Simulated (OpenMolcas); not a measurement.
# CH5Si (SMILES C[SiH2]) at 6 levels

We compute a comparison of 6 runs (UHF/aug-cc-pVDZ, U-revPBE/aug-cc-pVDZ, UB3LYP/aug-cc-pVDZ, UBLYP/aug-cc-pVDZ, ROMP2/aug-cc-pVDZ, ROCCSD(T)/aug-cc-pVDZ) of CH5Si. 

The results are computed with OpenMolcas 26.06.

## Step 1: The molecule

The species is CH5Si (7 atoms), meant as a doublet with charge 0. SMILES: `C[SiH2]`. The shape is that of a PBE0-D4/def2-TZVP optimisation.

Bond lengths: C1–Si2 1.875 Å, C1–H3 1.094 Å, C1–H4 1.092 Å, C1–H5 1.092 Å, Si2–H6 1.491 Å, Si2–H7 1.490 Å. Angles: C1–Si2–H6 111.8°, C1–Si2–H7 111.8°, Si2–C1–H3 110.5°, Si2–C1–H4 110.8°, Si2–C1–H5 110.8°, H6–Si2–H7 109.5°, H3–C1–H4 108.1°, H3–C1–H5 108.2°, H4–C1–H5 108.3°.

## Step 2: Energy and gradient at UHF/aug-cc-pVDZ (run 1)

The input, calc.input:

```
&GATEWAY
BasLib = $CurrDir
Coord
7
angstrom
C       -0.122600      -0.803200       0.095200
Si       0.176200       1.034800       0.314000
H       -0.204800      -1.054900      -0.966600
H        0.699200      -1.383300       0.519500
H       -1.047100      -1.107700       0.589500
H       -0.951500       1.846400      -0.225700
H        1.450600       1.468000      -0.326000
Basis = aug-cc-pVDZ
Group = NoSym
&SEWARD
&SCF
UHF
Spin = 2
Thresholds = 1e-10 1e-07 1e-07 1e-05
PrOrbitals = 1 1
&ALASKA
```

The basis set aug-cc-pVDZ is read from a file made from the Basis Set Exchange's data (not shown).

Command:

```sh
$ export MOLCAS_MEM=1860
$ pymolcas calc.input > calc.log
```

Output:

```text
--- Start Module: gateway ---
[...]
--- Stop Module: gateway /rc=_RC_ALL_IS_WELL_ ---
[...]
      Basis functions           95
[...]
--- Start Module: scf ---
[...]
       Convergence after  14 Iterations
[...]
::    Total SCF energy                               -329.6741447510
[...]
      Total spin, S                                     0.5020457259
[...]
      Total electronic charge=   25.000000
      Total            charge=   -0.000000
[...]
      Dipole Moment (debye):
      Origin of the operator (angstrom)=    0.0756    0.4238    0.2114
                   X= -1.3542E-01               Y= -8.2877E-01               Z= -1.2483E-01           Total=  8.4899E-01
      Quadrupole Moment (debye*angstrom):
[...]
--- Stop Module: scf /rc=_RC_ALL_IS_WELL_ ---
[...]
--- Start Module: alaska ---
[...]
 *              Molecular gradients               *
 **************************************************
  Irreducible representation: a
 ------------------------------------------------------------------------------------------
                              X                       Y                       Z
 ------------------------------------------------------------------------------------------
  C1                1.23211439392124E-03    7.68252535565050E-03    1.77908396348153E-03
  SI2              -1.35115668371777E-03   -8.30855300189270E-03   -2.01602151046076E-03
  H3                3.13586000689203E-05    3.86093462644510E-04   -9.78491261152570E-04
  H4                5.21383660485597E-04    6.74844875228064E-05    2.64190660457020E-04
  H5               -4.16445797701392E-04    2.33550467847898E-04    2.84544574741696E-04
  H6                1.17528732830774E-04   -4.54735367485526E-05    3.22821306921295E-04
  H7               -1.34782905869990E-04   -1.56272350271269E-05    3.43872266011402E-04
 ------------------------------------------------------------------------------------------
--- Stop Module: alaska /rc=_RC_ALL_IS_WELL_ ---
[...]
```

It took 14 s on 1 thread of AMD EPYC 7R43 (Zen 3), shared host; peak memory 0.52 GiB.

## Step 3: Energy and forces at U-revPBE/aug-cc-pVDZ (run 2)

The input, job.input:

```
&GATEWAY
 BasLib=$CurrDir
 Coord
 7
 bohr
 C     -0.23168042    -1.51782802     0.17990193
 Si     0.33296974     1.95548859     0.59337400
 H     -0.38701591    -1.99347209    -1.82660927
 H      1.32129651    -2.61405815     0.98171272
 H     -1.97873223    -2.09324963     1.11399355
 H     -1.79807441     3.48919032    -0.42651119
 H      2.74123672     2.77411795    -0.61605072
 Basis=aug-cc-pVDZ
 Group=NoSym

&SEWARD
 GridInput
 Grid=UltraFine
 End of Grid

&SCF
 UHF
 Spin=2
 KSDFT=revPBE
 Thresholds=1e-10 1e-07 1e-07 1e-05
 PrOrbitals=1 2

&ALASKA
```

The basis set aug-cc-pVDZ is read from a file made from the Basis Set Exchange's data (not shown).

Command:

```sh
$ export MOLCAS_MEM=1860
$ pymolcas job.input > job.log
```

Output:

```text
--- Start Module: gateway ---
[...]
--- Stop Module: gateway /rc=_RC_ALL_IS_WELL_ ---
[...]
      Basis functions           95
[...]
--- Start Module: scf ---
[...]
       Convergence after  14 Iterations
[...]
::    Total KS-DFT energy                            -330.4826149388
[...]
      Total spin, S                                     0.5013258766
[...]
      Total electronic charge=   25.000000
      Total            charge=   -0.000000
[...]
      Dipole Moment (debye):
      Origin of the operator (angstrom)=    0.0756    0.4238    0.2114
                   X= -1.5207E-01               Y= -9.2918E-01               Z= -1.4394E-01           Total=  9.5248E-01
      Quadrupole Moment (debye*angstrom):
[...]
--- Stop Module: scf /rc=_RC_ALL_IS_WELL_ ---
[...]
--- Start Module: alaska ---
[...]
 *              Molecular gradients               *
 **************************************************
  Irreducible representation: a
 ------------------------------------------------------------------------------------------
                              X                       Y                       Z
 ------------------------------------------------------------------------------------------
  C1                1.68297894954872E-04    1.48739279394583E-03   -5.04012291115963E-04
  SI2              -1.10365719992156E-03   -5.45115278814556E-03   -6.80065037503264E-03
  H3                7.67690456608794E-04    2.49897272581179E-03    9.17213097178449E-03
  H4               -6.88813546941680E-03    5.43415563137639E-03   -3.50184215382454E-03
  H5                7.96406493939683E-03    3.10589474476286E-03   -4.11531831095646E-03
  H6                5.92172427742410E-03   -4.53668689843578E-03    2.60285784354397E-03
  H7               -6.82998489901721E-03   -2.53857620931175E-03    3.14683431561491E-03
 ------------------------------------------------------------------------------------------
--- Stop Module: alaska /rc=_RC_ALL_IS_WELL_ ---
[...]
```

Run time: 56 s. Hardware: 1 thread of AMD EPYC 7R43 (Zen 3), shared host; peak memory 0.52 GiB.

Runs 3 to 5 aren't shown in full; the table further down has their settings and results.

## Step 4: The energy at ROCCSD(T)/aug-cc-pVDZ (run 6)

The input, calc.input:

```
&GATEWAY
  BasLib=$CurrDir
  BasisSet
  C.aug-cc-pVDZ....
  C1 -0.122600 -0.803200 0.095200 angstrom
  End of Basis
  BasisSet
  Si.aug-cc-pVDZ....
  Si2 0.176200 1.034800 0.314000 angstrom
  End of Basis
  BasisSet
  H.aug-cc-pVDZ....
  H3 -0.204800 -1.054900 -0.966600 angstrom
  H4 0.699200 -1.383300 0.519500 angstrom
  H5 -1.047100 -1.107700 0.589500 angstrom
  H6 -0.951500 1.846400 -0.225700 angstrom
  H7 1.450600 1.468000 -0.326000 angstrom
  End of Basis

&SEWARD

&SCF
  UHF
  Spin=2
  Thresholds=1e-10 1e-07 1e-07 1e-05
  PrOrbitals=1

&RASSCF
  FileOrb=$Project.UnaOrb
  Spin=2
  Nactel=1 0 0
  Inactive=12
  Ras2=1
  OutOrbitals=Canonical
  OrbListing=Few

&MOTRA
  JobIph
  Frozen=6

&CCSDT
  CCT
  Triples=3
  Iterations=80
  Accuracy=1e-08
  Extrapolation=5 4
```

The basis set aug-cc-pVDZ is read from a file made from the Basis Set Exchange's data (not shown).

Command:

```sh
$ export MOLCAS_MEM=1860
$ pymolcas calc.input > calc.log
```

Output:

```text
--- Start Module: gateway ---
[...]
--- Stop Module: gateway /rc=_RC_ALL_IS_WELL_ ---
[...]
      Basis functions           95
[...]
       Convergence after  14 Iterations
[...]
::    Total SCF energy                               -329.6741447510
[...]
      Total spin, S                                     0.5020457259
[...]
      Number of active orbitals                  1
[...]
      Spin quantum number                      0.5
[...]
      Active orbitals                            1
[...]
      Number of CSFs                             1
[...]
      Number of root(s) required                 1
[...]
      Convergence after  7 iterations
[...]
      printout of CI-coefficients larger than  0.05 for root  1
      energy=    -329.672792
      conf/sym  1     Coeff  Weight
             1  u   1.00000 1.00000
      Natural orbitals and occupation numbers for root  1
      sym 1:   1.000000
      ************************************************************************************************************************
      *                                                    Final results                                                     *
[...]
::    RASSCF root number  1 Total energy:   -329.67279231
[...]
      Total electronic charge=   25.000000
      Total            charge=   -0.000000
[...]
      Dipole Moment (debye):
      Origin of the operator (angstrom)=    0.0756    0.4238    0.2114
                   X= -1.3637E-01               Y= -8.2875E-01               Z= -1.4764E-01           Total=  8.5277E-01
      Quadrupole Moment (debye*angstrom):
[...]
--- Start Module: motra ---
[...]
      *** WARNING: Default frozen orbitals is overwritten by user input.
      *** Default values:   3
[...]
--- Stop Module: motra /rc=_RC_ALL_IS_WELL_ ---
[...]
--- Start Module: ccsdt ---
[...]
      Convergence after                    15  Iterations
      Total energy (diff) :    -329.96070829      -0.00000001
[...]
 METHOD                       : CCSD+T(CCSD)+<T3(1)WT1>+<T3(1)UT2> = CCSD(T)
[...]
       CCSD     =      -329.9607082852085
[...]
--- Stop Module: ccsdt /rc=_RC_ALL_IS_WELL_ ---
[...]
```

Run time: 40 s. Hardware: 1 thread of AMD EPYC 7R43 (Zen 3), shared host; peak memory 0.52 GiB.

## Step 5: The series

```
run                  level  integration grid      task  energy (Eh)  dipole moment (D)  HOMO energy (eV)  LUMO energy (eV)  wall time
  1        UHF/aug-cc-pVDZ                 –  gradient  -329.674145               0.85             -8.68              0.87       14 s
  2   U-revPBE/aug-cc-pVDZ         UltraFine  gradient  -330.482615               0.95             -4.82             -2.93       56 s
  3     UB3LYP/aug-cc-pVDZ         UltraFine  gradient  -330.578015               0.89             -5.63             -2.56       72 s
  4      UBLYP/aug-cc-pVDZ         UltraFine  gradient  -330.513975               0.91             -4.62             -3.12       55 s
  5      ROMP2/aug-cc-pVDZ                 –    energy  -329.924331                  –                 –                 –       21 s
  6  ROCCSD(T)/aug-cc-pVDZ                 –    energy  -329.968849                  –                 –                 –       40 s
```

## Step 6: Results

| quantity | value |
| --- | --- |
| run 6: total energy | -329.96885 Eh |
| run 6: (T) correction | -8.14 mEh |

In words: Over runs 1, 2, 3, 4 the dipole moment (its size) runs from 0.85 D (UHF/aug-cc-pVDZ) to 0.95 D (U-revPBE/aug-cc-pVDZ). Totals of different functionals can't be ranked against each other. All runs together took 4.3 min, the longest 72 s.
